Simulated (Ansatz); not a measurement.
```yaml
atoms:
  - { symbol: Si, position_ang: [-0.0046, 0.0219, -0.0300] }
  - { symbol: H, position_ang: [0.8474, 0.8504, 0.8387] }
  - { symbol: H, position_ang: [-0.8425, -0.8470, 0.9004] }
  - { symbol: H, position_ang: [-0.8577, 0.8516, -0.8654] }
  - { symbol: H, position_ang: [0.8575, -0.8769, -0.8437] }
```

Basis set: cc-pVDZ (spherical functions). Correlated methods keep 5 orbitals frozen. Charge 0, multiplicity 1.

Computed with Ansatz (development build ahead of 0.2.0); each method stands on the lowest determinant of its kind that the runs found. Restricted open shells among the atoms or ions are ROHF, correlated in semicanonical orbitals with singles.

The atomization energy at this shape (free ground-state atoms in the same class of orbitals less the molecule, no zero-point energy) of singlet SiH₄:

```
 method  atomization energy
RHF-MP2     292.56 kcal/mol
```

What does RHF give?

249.79 kcal/mol.
